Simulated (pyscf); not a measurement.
Structures and frequencies: ωB97X-D3(BJ)/def2-SVP in PySCF.

Q: PBE/def2-TZVP puts the barrier of H₃C–CH₂–Ga(Cl)–Cl → Cl–GaH–Cl + H₂C=CH₂ (elimination; singlet surface; C–Ga, C–H broken, Ga–H formed) at 194.6 kJ/mol and the reaction energy at +139.7 kJ/mol, from the reactant's lowest minimum found. What do r²SCAN/def2-TZVP, M06-2X/def2-TZVP, ωB97M-D3(BJ)/def2-TZVP give on the same structures?

A: r²SCAN: ΔE‡ = 191.8 kJ/mol, ΔE = +146.5 kJ/mol; M06-2X: ΔE‡ = 200.3 kJ/mol, ΔE = +147.4 kJ/mol; ωB97M-D3(BJ): ΔE‡ = 207.6 kJ/mol, ΔE = +138.4 kJ/mol. PBE's barrier lies among them. Its reaction energy lies among theirs. On the reactant side the descent ends in a point that may be a rotor saddle (no frequency run), 15.3 kJ/mol over the lowest minimum found and 192.8 kJ/mol under the saddle at ωB97X-D3(BJ)/def2-TZVP. On the product side the descent ends in a bound adduct (not fully relaxed), 54.5 kJ/mol under the separated species and 107.6 kJ/mol under the saddle at ωB97X-D3(BJ)/def2-TZVP. At the saddle there is also a short C–Ga contact that neither side keeps. This is the saddle that the search found; another between the same sides may lie lower. Elements up to Kr have no core potential and no relativistic terms here.
